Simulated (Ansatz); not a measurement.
Mulliken charges of `C#CC=C` from ωB97M-V/def2-TZVPP in Ansatz (PBE0-D4/def2-TZVP geometry).

```json
{"atom": "C1", "x (Å)": "-1.076", "y (Å)": "1.576", "z (Å)": "-0.900", "charge (e)": "0.000"}
{"atom": "C2", "x (Å)": "-0.332", "y (Å)": "0.830", "z (Å)": "-0.320", "charge (e)": "-0.259"}
{"atom": "C3", "x (Å)": "0.567", "y (Å)": "-0.018", "z (Å)": "0.374", "charge (e)": "-0.134"}
{"atom": "C4", "x (Å)": "0.457", "y (Å)": "-1.345", "z (Å)": "0.424", "charge (e)": "-0.175"}
{"atom": "H5", "x (Å)": "-1.740", "y (Å)": "2.229", "z (Å)": "-1.415", "charge (e)": "0.237"}
{"atom": "H6", "x (Å)": "1.388", "y (Å)": "0.475", "z (Å)": "0.888", "charge (e)": "0.118"}
{"atom": "H7", "x (Å)": "1.177", "y (Å)": "-1.940", "z (Å)": "0.972", "charge (e)": "0.107"}
{"atom": "H8", "x (Å)": "-0.350", "y (Å)": "-1.865", "z (Å)": "-0.078", "charge (e)": "0.106"}
```

Q: By hand: the dipole of these point charges (1 e Å = 4.8032 D).

A: Σ q r = (-0.230, 0.202, -0.176) e Å, of length 0.353 e Å = 1.70 D.

Q: How does the dipole of the full density compare? (Estimate.)

A: Computed: (0.043, -0.072, 0.036) e Å, 0.44 D; the point charges give 3.86 times that, at 163° from its direction, so they point the opposite way.

Point charges leave out the atoms' own dipoles, such as those of lone pairs, and Mulliken's split depends on the basis, so the two needn't agree.
